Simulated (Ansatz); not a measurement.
CH₆B₂, SMILES `BBC`. The species carries charge 0 and has multiplicity 1. The structure was optimised at the PBE0-D4/def2-TZVP level.

```xyz
9

B     0.289   -0.027   -1.589
B     0.415   -0.328    0.017
C    -0.455    0.258    1.177
H    -0.418   -0.675   -2.312
H     0.932    0.834   -2.128
H     1.268   -1.122    0.339
H    -1.135    1.068    0.910
H    -1.061   -0.576    1.561
H     0.164    0.568    2.024
```

Task: What is the dipole moment at ωB97M-V/def2-TZVPP? (Best estimate.)

Result: Ansatz gave: 0.70 D, with components (-0.34, 0.15, 0.60) D in this frame, pointing from negative to positive charge.

Task: And with PBE, r2SCAN, B3LYP? (An estimate is asked.)

Result: Ansatz gave: PBE 0.80 D, r2SCAN 0.76 D, B3LYP 0.71 D.

Task: Give the Mulliken charges with ωB97M-V, PBE, B3LYP in def2-TZVPP. (An estimate is asked.)

Result: Ansatz gave: 
```tsv
atom	ωB97M-V	PBE	B3LYP
B1	-0.22	-0.09	-0.12
B2	-0.01	0.03	0.02
C3	-0.34	-0.32	-0.30
H4	0.08	0.03	0.04
H5	0.08	0.03	0.04
H6	0.07	0.01	0.02
H7	0.11	0.10	0.09
H8	0.11	0.11	0.09
H9	0.12	0.11	0.10
```

B3LYP here is the variant with VWN-RPA as its local correlation; programs differ in this.
